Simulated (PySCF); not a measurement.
Input for PySCF: U-M06-2X/def2-TZVPPD on CH3 (SMILES [CH3]), 2S+1 = 2.

```python
from pyscf import gto, dft

mol = gto.M(
    atom='''
    C     0.00000000    0.00000000    0.00000000
    H     1.07731727    0.00000000    0.00000000
    H    -0.53865863    0.93298412    0.00000000
    H    -0.53865863   -0.93298412   -0.00000000
    ''',
    basis='def2-tzvppd',
    charge=0, spin=1, verbose=4, max_memory=1800)
mf = dft.UKS(mol, xc='m062x').density_fit(auxbasis='def2-universal-jkfit')
mf.grids.level = 4
mf.conv_tol = 1e-9
mf.max_cycle = 150
mf.kernel()
mf.dip_moment()
```

Program output:

```
PySCF version 2.14.0

[INPUT] verbose = 4
[INPUT] num. atoms = 4
[INPUT] num. electrons = 9
[INPUT] charge = 0
[INPUT] spin (= nelec alpha-beta = 2S) = 1
[INPUT] symmetry False subgroup None
[INPUT] Mole.unit = angstrom
[INPUT] Symbol           X                Y                Z      unit          X                Y                Z       unit  Magmom
[INPUT]  1 C      0.000000000000   0.000000000000   0.000000000000 AA    0.000000000000   0.000000000000   0.000000000000 Bohr   0.0
[INPUT]  2 H      1.077317270000   0.000000000000   0.000000000000 AA    2.035834589564   0.000000000000   0.000000000000 Bohr   0.0
[INPUT]  3 H     -0.538658630000   0.932984120000   0.000000000000 AA   -1.017917285333   1.763084465368   0.000000000000 Bohr   0.0
[INPUT]  4 H     -0.538658630000  -0.932984120000   0.000000000000 AA   -1.017917285333  -1.763084465368   0.000000000000 Bohr   0.0

nuclear repulsion = 9.69236448725216
number of shells = 34
number of NR pGTOs = 109
number of NR cGTOs = 88
basis = def2-tzvppd
ecp = {}


******** <class 'pyscf.df.df_jk.DFUKS'> ********
method = DFUKS
initial guess = minao
damping factor = 0
level_shift factor = 0
DIIS = <class 'pyscf.scf.diis.CDIIS'>
diis_start_cycle = 1
diis_space = 8
diis_damp = 0
SCF conv_tol = 1e-09
SCF conv_tol_grad = None
SCF max_cycles = 150
direct_scf = False
number electrons alpha = 5  beta = 4
XC library pyscf.dft.libxc version 7.1.2
    S. Lehtola, C. Steigemann, M. J. T. Oliveira, and M. A. L. Marques,  SoftwareX 7, 1–5 (2018)
XC functionals = m062x
    Y. Zhao and D. G. Truhlar,  Theor. Chem. Acc. 120, 215 (2008)
    Y. Zhao and D. G. Truhlar,  Theor. Chem. Acc. 120, 215 (2008)
radial grids:
    Treutler-Ahlrichs [JCP 102, 346 (1995); DOI:10.1063/1.469408] (M4) radial grids

becke partition: Becke, JCP 88, 2547 (1988); DOI:10.1063/1.454033
pruning grids: <function nwchem_prune>
grids dens level: 4
symmetrized grids: False
atomic radii adjust function: <function treutler_atomic_radii_adjust>
small_rho_cutoff = 0
Set gradient conv threshold to 3.16228e-05
tot grids = 75736
******** <class 'pyscf.df.df.DF'> ********
auxbasis = def2-universal-jkfit
init E= -39.649061597768
  alpha nocc = 5  HOMO = -0.185472875043772  LUMO = 0.014596769087909
  beta  nocc = 4  HOMO = -0.467846274327927  LUMO = -0.185472875043775

WARN: HOMO -0.185472875043772 >= LUMO -0.185472875043775

cycle= 1 E= -39.8200636250999  delta_E= -0.171  |g|= 0.0854  |ddm|= 0.773
  alpha nocc = 5  HOMO = -0.270537474015555  LUMO = 0.0226555096072865
  beta  nocc = 4  HOMO = -0.469309711673412  LUMO = -0.0365464130808668
  HOMO = -0.270537474016  LUMO = -0.0365464130809  gap/eV = 6.36722
cycle= 2 E= -39.8242474070576  delta_E= -0.00418  |g|= 0.0385  |ddm|= 0.305
  alpha nocc = 5  HOMO = -0.290597589767593  LUMO = 0.0202192260106173
  beta  nocc = 4  HOMO = -0.483770243462017  LUMO = -0.0466478763341058
  HOMO = -0.290597589768  LUMO = -0.0466478763341  gap/eV = 6.63821
cycle= 3 E= -39.8250313087595  delta_E= -0.000784  |g|= 0.0169  |ddm|= 0.0599
  alpha nocc = 5  HOMO = -0.286332863590243  LUMO = 0.0212815628185332
  beta  nocc = 4  HOMO = -0.478210886313369  LUMO = -0.0403782095685976
  HOMO = -0.28633286359  LUMO = -0.0403782095686  gap/eV = 6.69277
cycle= 4 E= -39.8252156407259  delta_E= -0.000184  |g|= 0.00288  |ddm|= 0.03
  alpha nocc = 5  HOMO = -0.286899061664439  LUMO = 0.0214664661329387
  beta  nocc = 4  HOMO = -0.478095212822405  LUMO = -0.0392425581786249
  HOMO = -0.286899061664  LUMO = -0.0392425581786  gap/eV = 6.73908
cycle= 5 E= -39.8252282112499  delta_E= -1.26e-05  |g|= 0.000571  |ddm|= 0.00851
  alpha nocc = 5  HOMO = -0.287050534359135  LUMO = 0.0215233645635173
  beta  nocc = 4  HOMO = -0.478023808915856  LUMO = -0.0391985236327344
  HOMO = -0.287050534359  LUMO = -0.0391985236327  gap/eV = 6.74440
cycle= 6 E= -39.8252286853551  delta_E= -4.74e-07  |g|= 5.04e-05  |ddm|= 0.00226
  alpha nocc = 5  HOMO = -0.287047982538077  LUMO = 0.0215284090668817
  beta  nocc = 4  HOMO = -0.478009506846095  LUMO = -0.0391802266606511
  HOMO = -0.287047982538  LUMO = -0.0391802266607  gap/eV = 6.74483
cycle= 7 E= -39.8252286882574  delta_E= -2.9e-09  |g|= 4.78e-06  |ddm|= 0.00021
  alpha nocc = 5  HOMO = -0.287047024675555  LUMO = 0.0215280904544208
  beta  nocc = 4  HOMO = -0.478007794097862  LUMO = -0.0391807080857731
  HOMO = -0.287047024676  LUMO = -0.0391807080858  gap/eV = 6.74479
cycle= 8 E= -39.8252286882863  delta_E= -2.89e-11  |g|= 6.23e-07  |ddm|= 2.98e-05
  alpha nocc = 5  HOMO = -0.287047187007758  LUMO = 0.0215280008867147
  beta  nocc = 4  HOMO = -0.478008040451369  LUMO = -0.0391808640273688
  HOMO = -0.287047187008  LUMO = -0.0391808640274  gap/eV = 6.74479
Extra cycle  E= -39.8252286882867  delta_E= -3.98e-13  |g|= 2.59e-07  |ddm|= 1.87e-06
converged SCF energy = -39.8252286882867  <S^2> = 0.75471824  2S+1 = 2.0047127
Dipole moment(X, Y, Z, Debye):  0.00002,  0.00000, -0.00000
```

Self-consistency was reached.

Cost: roughly 8 core-seconds.
